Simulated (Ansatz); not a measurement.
# A ladder of methods for PH2 (SMILES [PH2])

PH2: 3 atoms, total charge 0, spin state doublet. SMILES: `[PH2]`. The shape is that of a GFN2-xTB optimisation.

```xyz
3

P     0.5145   -0.3028    0.2527
H     0.1115    1.0274    0.1724
H    -0.6260   -0.7246   -0.4251
```

Quantity: the electronic atomisation energy, in eV. The values are calculated. Electronic energies at fixed atoms, without zero-point motion or spin-orbit coupling.

```json
{"level": "USVWN5/6-31G* (spherical functions)", "kind": "LDA", "program": "Ansatz", "value (eV)": "7.32", "CPU time (all runs)": "1 s"}
{"level": "U-r2SCAN/6-31G* (spherical functions)", "kind": "meta-GGA", "program": "Ansatz", "value (eV)": "6.51", "CPU time (all runs)": "5 s"}
{"level": "U-r2SCAN0/6-31G* (spherical functions)", "kind": "hybrid meta-GGA", "program": "Ansatz", "value (eV)": "6.45", "CPU time (all runs)": "5.3 s"}
{"level": "UB3LYP/6-31G* (spherical functions)", "kind": "global hybrid", "program": "Ansatz", "value (eV)": "6.66", "CPU time (all runs)": "2.1 s"}
{"level": "U-wB97X/6-31G* (spherical functions)", "kind": "range-separated hybrid", "program": "Ansatz", "value (eV)": "6.61", "CPU time (all runs)": "9.4 s"}
{"level": "UCAM-B3LYP/6-31G* (spherical functions)", "kind": "range-separated hybrid", "program": "Ansatz", "value (eV)": "6.65", "CPU time (all runs)": "2.4 s"}
{"level": "UCCSD/6-31G* (spherical functions)", "kind": "coupled cluster or CI", "program": "Ansatz", "value (eV)": "5.41", "CPU time (all runs)": "0.55 s"}
{"level": "UCCSDT(Q)/6-31G* (spherical functions)", "kind": "coupled cluster or CI", "program": "Ansatz", "value (eV)": "5.45", "CPU time (all runs)": "3 s"}
{"level": "FCI/3-21G", "kind": "exact in the basis", "program": "Ansatz", "value (eV)": "4.73", "CPU time (all runs)": "0.62 s"}
```

The values span 4.73 to 7.32 eV. High-level rows in very small sets aren't better than simpler rows in larger ones. In so small a basis fixed costs decide the times, and correlated methods can beat functionals. Times are those of the runs behind each value, whatever else they computed, on shared processors of several kinds: orders of magnitude only.
